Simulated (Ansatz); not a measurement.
## Other spins and charges of SbH₂⁺, singlet at one geometry

Geometry (PBE0/def2-TZVP stationary point for this spin, not checked as a minimum):

```xyz
3

Sb    0.0000   -0.0196    0.0000
H     0.0000    1.1863   -1.2103
H     0.0000    1.1864    1.2102
```

Basis def2-SVP with its core potentials; Ansatz 0.2.0. Correlated methods freeze the noble-gas cores and the filled d shells of p-block atoms. R marks a restricted (for open shells ROHF) determinant. Active spaces: valence = (6e, 6o) chosen from the atoms' valence shells. No spin–orbit coupling is included; scalar relativity enters through the core potentials alone.

Gaps are energies of the second state less the first, at fixed atoms, for a selection of the levels run; each method lands on the state that its own search finds for that charge and spin.

Question: PBE gives 1.571 eV for triplet less singlet. Estimate what full CI gives in def2-SVP.

Answer: Full CI in def2-SVP gives 1.494 eV, so against it PBE is off by 0.077 eV.

```json
{"level": "RHF", "gap (eV)": "1.160", "error (meV)": "-334"}
{"level": "RMP2", "gap (eV)": "1.408", "error (meV)": "-86"}
{"level": "CISD", "gap (eV)": "1.443", "error (meV)": "-51"}
{"level": "RCCSD", "gap (eV)": "1.503", "error (meV)": "9"}
{"level": "RCCSD(T)", "gap (eV)": "1.497", "error (meV)": "3"}
{"level": "BCCD(T)", "gap (eV)": "1.497", "error (meV)": "3"}
{"level": "RCCSDT", "gap (eV)": "1.492", "error (meV)": "-2"}
{"level": "CISDTQ", "gap (eV)": "1.492", "error (meV)": "-2"}
{"level": "RCCSDT(Q)", "gap (eV)": "1.493", "error (meV)": "-1"}
{"level": "CASSCF (valence space)", "gap (eV)": "1.464", "error (meV)": "-30"}
{"level": "NEVPT2 (valence space)", "gap (eV)": "1.468", "error (meV)": "-26"}
{"level": "MRCISD (valence space)", "gap (eV)": "1.494", "error (meV)": "0"}
{"level": "MRCISD+Q (valence space)", "gap (eV)": "1.492", "error (meV)": "-2"}
{"level": "SPW92", "gap (eV)": "1.640", "error (meV)": "146"}
{"level": "r2SCAN", "gap (eV)": "1.383", "error (meV)": "-111"}
{"level": "PBE0", "gap (eV)": "1.517", "error (meV)": "23"}
{"level": "B3LYP", "gap (eV)": "1.678", "error (meV)": "184"}
{"level": "wB97M-V", "gap (eV)": "1.603", "error (meV)": "109"}
{"level": "B2PLYP", "gap (eV)": "1.602", "error (meV)": "108"}
{"level": "RPA-PBE", "gap (eV)": "1.558", "error (meV)": "64"}
```

In so small a basis the reference is far from its limit while semilocal and hybrid functionals are nearer theirs (RPA and double hybrids share much of the reference's basis error), so the functionals' errors here hold much of the reference's basis and frozen-core error, which can add to them or hide them.

Full CI is exact within this basis and frozen core; it isn't the basis-set limit.
